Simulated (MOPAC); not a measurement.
MOPAC input (MNDO):

```
MNDO 1SCF GEO-OK AUX(PRECISION=9) THREADS=1
FLi

Li   -0.00000000 1   -0.00000000 1   -1.17116215 1
F     0.00000000 1    0.00000000 1    0.39038738 1
```

Question: What heat of formation does the run end on, and which ionisation energy by Koopmans theorem?

Answer: -81.02 kcal/mol; 11.96 eV.
